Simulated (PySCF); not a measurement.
The group X on formyl-X is varied. Isolated molecules, 0 K electronic values unless said otherwise. One relaxed conformer stands for each flexible species; it need not be the lowest. Strings in code marks are SMILES.

All values below come from M06-2X/def2-TZVP // B3LYP-D3(BJ)/def2-TZVP in PySCF. All candidates: neutral, multiplicity 1. Excitations are Tamm–Dancoff values on a coarser integration grid. The basis has no diffuse functions, so Rydberg states are missing or too high.

```
Item                                            Value
-------------------------------------------  --------
HOMO–LUMO gap                                 7.99 eV
HOMO                                         -9.26 eV
brightest of the four lowest singlets (TDA)   6.05 eV
```

**Question.** Say which member has these values.
A) `NC(=O)C=O` (O–C–C–O torsion 180°)
B) `O=C[SiH3]`
C) `C=O`
D) `O=C[SeH]` (O–C–Se–H torsion 180°)

**Answer.** A, `NC(=O)C=O` (O–C–C–O torsion 180°). The others give `O=C[SeH]` (O–C–Se–H torsion 180°): 8.60 eV, -8.72 eV, 6.77 eV; `O=C[SiH3]`: 8.07 eV, -8.57 eV, 6.96 eV; `C=O`: 9.38 eV, -9.47 eV, 8.79 eV
